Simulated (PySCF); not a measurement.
# doublet BH4O at 5 levels

We compute a comparison of 5 runs (U-wB97X-V/STO-6G, UB2PLYP/STO-6G, UM06-2X/STO-6G, NEVPT2(3,3)/STO-6G, ROCCSD(T)/STO-6G) of doublet BH4O. 

The calculation is run with PySCF 2.14.0.

2 further runs of the same task are left out: 2 set aside as unsound or not needed.

### Step 1. The structure to begin with

The species is BH4O (6 atoms), meant as a doublet with charge 0. As SMILES of the parent species, `[BH3-]O`. The shape is that of a GFN2-xTB optimisation. That shape belongs to the parent species and isn't relaxed for this state.

Bond lengths: B1–O2 1.506 Å, B1–H3 1.247 Å, B1–H4 1.218 Å, B1–H5 1.247 Å, O2–H6 0.957 Å. Angles: B1–O2–H6 105.4°, O2–B1–H3 110.8°, O2–B1–H4 108.0°, O2–B1–H5 110.8°, H3–B1–H4 109.7°, H3–B1–H5 107.7°, H4–B1–H5 109.8°.

### Step 2. A single-point energy at U-wB97X-V/STO-6G (run 1)

Contents of calc.py:

```python
from pyscf import gto, dft

mol = gto.Mole()
mol.atom = '''
B     -0.141106    -0.328208    -0.597947
O     -0.025606     1.920321     1.141357
H      2.008288    -1.229286    -0.944372
H     -1.024798     0.368818    -2.606443
H     -1.490994    -2.026750     0.319420
H      0.674198     1.295086     2.688003
'''
mol.max_memory = 1860
mol.basis = 'sto-6g'
mol.spin = 1
mol.unit = 'bohr'
mol.verbose = 3
mol.charge = 0
mol.build()

ks = dft.UKS(mol, xc='wb97x-v')
ks.conv_tol = 1e-10
ks.nlcgrids.level = 1
ks.grids.level = 5
ks.kernel()
if not ks.converged:
    ks = ks.newton().run(ks.mo_coeff, ks.mo_occ)

etot = ks.e_tot
print('E(%s) = %.9f' % ('WB97X-V', etot))
```

Started as:

```bash
$ OMP_NUM_THREADS=1 python calc.py
```

Standard output:

```text
converged SCF energy = -101.990331874757  <S^2> = 0.75419343  2S+1 = 2.004189
E(WB97X-V) = -101.990331875
```

Run time: 30 s. Hardware: 1 thread of Intel Xeon Platinum 8375C at 2.90GHz (Ice Lake), shared host; peak memory 0.18 GiB.

### Step 3. A single-point energy at UB2PLYP/STO-6G (run 2)

Contents of start.xyz:

```xyz
6

B     -0.074670    -0.173680    -0.316420
O     -0.013550     1.016190     0.603980
H      1.062740    -0.650510    -0.499740
H     -0.542300     0.195170    -1.379270
H     -0.789000    -1.072510     0.169030
H      0.356770     0.685330     1.422430
```

Contents of run.py:

```python
from pyscf import gto, dft, mp

molecule = gto.Mole()
molecule.atom = 'start.xyz'
molecule.spin = 1
molecule.max_memory = 1860
molecule.basis = 'sto-6g'
molecule.charge = 0
molecule.verbose = 4
molecule.build()

mf = dft.UKS(molecule, xc='0.53*HF + 0.47*B88, 0.73*LYP')
mf.conv_tol = 1e-10
mf.grids.level = 5
mf.kernel()
if not mf.converged:
    mf = mf.newton().run(mf.mo_coeff, mf.mo_occ)

pt = mp.MP2(mf, frozen=2).run()
e_final = mf.e_tot + 0.27 * pt.e_corr
print('PT2 part  %.8f' % (0.27 * pt.e_corr))
print('E(%s) = %.9f' % ('B2PLYP', e_final))
```

Started as:

```bash
$ OMP_NUM_THREADS=1 python run.py
```

Standard output:

```text
PySCF version 2.14.0

[... 106 lines left out ...]
converged SCF energy = -101.824014189878  <S^2> = 0.75678025  2S+1 = 2.0067688
[... 1 line left out ...]
******** <class 'pyscf.mp.ump2.UMP2'> ********
nocc = (np.int64(7), np.int64(6)), nmo = (12, 12)
frozen orbitals 2
E(UMP2) = -101.93098552317  E_corr = -0.106971333291242
E(SCS-UMP2) = -101.939256711466  E_corr = -0.115242521587797
E_corr(same-spin) = -0.0151420134942615
E_corr(oppo-spin) = -0.0918293197969805
PT2 part  -0.02888226
E(B2PLYP) = -101.852896450
```

It took 5.7 s on 1 thread of Intel Xeon Platinum 8375C at 2.90GHz (Ice Lake), shared host; peak memory 0.18 GiB.

Runs 3 to 4 aren't shown in full; the table further down has their settings and results.

### Step 4. The energy at ROCCSD(T)/STO-6G (run 5)

Contents of input.py:

```python
from pyscf import gto, cc

system = gto.Mole()
system.atom = '''
B   -0.074670  -0.173680  -0.316420
O   -0.013550   1.016190   0.603980
H    1.062740  -0.650510  -0.499740
H   -0.542300   0.195170  -1.379270
H   -0.789000  -1.072510   0.169030
H    0.356770   0.685330   1.422430
'''
system.verbose = 3
system.basis = 'sto-6g'
system.spin = 1
system.max_memory = 1860
system.build()

mf = system.ROHF()
mf.conv_tol = 1e-10
mf.kernel()
if not mf.converged:
    mf = mf.newton().run(mf.mo_coeff, mf.mo_occ)

mycc = cc.CCSD(mf, frozen=2)
mycc.kernel()
e_t = mycc.ccsd_t()
e_final = mycc.e_tot + e_t
print('E(%s) = %.9f' % ('CCSD(T)', e_final))
```

Started as:

```bash
$ OMP_NUM_THREADS=1 python input.py
```

Standard output:

```text
converged SCF energy = -101.436386773632

WARN: RCCSD method does not support ROHF method. ROHF object is converted to UHF object and UCCSD method is called.

E(UCCSD) = -101.5448006382144  E_corr = -0.1084138645824511
UCCSD(T) correction = -0.00122826330979648
E(CCSD(T)) = -101.546028902
```

Run time: 0.95 s. Hardware: 1 thread of Intel Xeon Platinum 8375C at 2.90GHz (Ice Lake), shared host; peak memory 0.12 GiB.

### Step 5. The series

```tsv
run	level	nlc grid	frozen core orbitals	energy (Eh)	dipole moment (D) of the reference	HOMO energy (eV)	LUMO energy (eV)	wall time
1	U-wB97X-V/STO-6G	1	–	-101.990332	3.08	-9.08	-0.77	30 s
2	UB2PLYP/STO-6G	–	2	-101.852896	3.47	-7.84	-1.05	5.7 s
3	UM06-2X/STO-6G	–	–	-101.968051	3.02	-7.86	-2.03	7.5 s
4	NEVPT2(3,3)/STO-6G	–	–	-101.516962	4.27	–	–	1.4 s
5	ROCCSD(T)/STO-6G	–	2	-101.546029	4.27	–	–	0.95 s
```

### Step 6. What came out

```
                                          quantity          value
                               run 5: total energy  -101.54603 Eh
       run 5: dipole moment (Hartree–Fock density)         4.27 D
run 5: correlation energy (2 core orbitals frozen)     -109.6 mEh
                             run 5: (T) correction      -1.23 mEh
          run 5: ⟨S²⟩ of the reference determinant          0.750
                              run 5: T1 diagnostic          0.035
```

**Reading.** Over runs 1, 2, 3 the dipole moment (its size) runs from 3.02 D (UM06-2X/STO-6G) to 3.47 D (UB2PLYP/STO-6G). A double hybrid's value is that of its SCF part. Totals of different functionals can't be ranked against each other. In runs 1, 2, 3, 4, 5 the basis is minimal, so the values are rough. All runs together took 45 s, the longest 30 s.
